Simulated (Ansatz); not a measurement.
Input for Ansatz (development build ahead of 0.2.0):

```yaml
crystal:
  periodic: [false, false, false]
  atoms:
    - { symbol: C, position_ang: [0.00868, -0.4096, -0.35338] }
    - { symbol: C, position_ang: [0.00458, -0.43906, 1.16435] }
    - { symbol: O, position_ang: [0.00824, 0.9278, -0.7842] }
    - { symbol: H, position_ang: [-0.88963, -0.96635, -0.72121] }
    - { symbol: H, position_ang: [0.88595, -0.96072, -0.73943] }
    - { symbol: H, position_ang: [0.00682, -1.47331, 1.54071] }
    - { symbol: H, position_ang: [0.89916, 0.07964, 1.54763] }
    - { symbol: H, position_ang: [-0.88917, 0.07268, 1.54496] }
    - { symbol: H, position_ang: [-0.00531, 0.93023, -1.74992] }
basis:
  gaussian: { orbitals: STO-3G }
hamiltonian:
  xc: hf
correlation:
  method: mp2
  frozen_orbitals: { C: 1, H: 0, O: 1 }
```

The input is written out in the form of the current development build from the run's settings.

Results

- Converged: yes
- Reference energy: -152.12925 hartree
- Correlation energy: -0.13848 hartree
- Total energy: -152.26773 hartree
- Spin squared of the determinant: 0.000
